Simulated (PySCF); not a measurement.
silicon monosulfide, SSi, SMILES [Si-]#[S+], point group C∞v.

Force field and properties: PBE0/pcSseg-2 (PySCF, grid level 2). Vibrational terms come from second-order perturbation theory with semi-diagonal cubic constants, by steps of ±0.6 along the normal coordinates of each isotopologue. The parent has the commonest isotopes.

Equilibrium geometry (Å):

| atom | x | y | z |
| --- | --- | --- | --- |
| Si1 | 0.9691 | -0.0140 | -0.0084 |
| S2 | -0.9581 | 0.0191 | -0.0482 |

Species: ³⁰Si at 1, ³⁴S at 2. Output of the displacement run:

```
mode    cm-1    km/mol   phi_rrr   E(+)/cm-1  E(-)/cm-1
  1    742.61    51.03     179.6     140.37     127.44
```

For the shielding of Si1 (σe = -63.24 ppm):

```json
{"mode": "1", "ω (cm⁻¹)": "743", "Σr φrrs (cm⁻¹)": "180", "∂σ/∂q": "25.072", "∂²σ/∂q²": "-4.445"}
```

**Question.** Work out the zero-point average of this shielding.

**Answer.** With ⟨qs⟩ = −Σr φrrs/(4ωs) and ⟨qs²⟩ = 1/2: the mean displacements are -0.060. The anharmonic term Σ (∂σ/∂q)⟨q⟩ is -1.52 ppm, the harmonic term ¼ Σ ∂²σ/∂q² is -1.11 ppm, so ⟨σ⟩ = -65.86 ppm.
